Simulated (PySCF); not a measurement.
Working out the ionisation energy of S

S [Ne] 3s2 3p4 (3P) → S⁺ [Ne] 3s2 3p3 (4S). All numbers are calculated (PySCF 2.14, no relativity, point nucleus, in aug-cc-pwCVTZ). Frozen: nothing. Energies in hartree (1 hartree = 27.21139 eV):

```
             part    S (lower)   S⁺ (upper)
              UHF  -397.510159  -397.170550
MP2 opposite-spin    -0.302090    -0.276771
    MP2 same-spin    -0.114465    -0.111087
```

Question: What does Hartree-Fock give?

Answer: (-397.170550) − (-397.510159) = 0.339609 hartree = 9.241 eV.

Question: What do MP2 and SCS-MP2 (6/5 opposite-spin, 1/3 same-spin) give?

Answer: The opposite-spin parts differ by 0.689 eV and the same-spin parts by 0.092 eV. MP2: 9.241 + (0.689) + (0.092) = 10.022 eV. SCS-MP2: 9.241 + 1.2 × (0.689) + (0.092)/3 = 10.098 eV.

Measured between the centres of the two terms (NIST): 10.336 eV, so MP2 (all electrons) is off by -0.314 eV.

What remains against the reference includes basis incompleteness and correlation beyond second order.
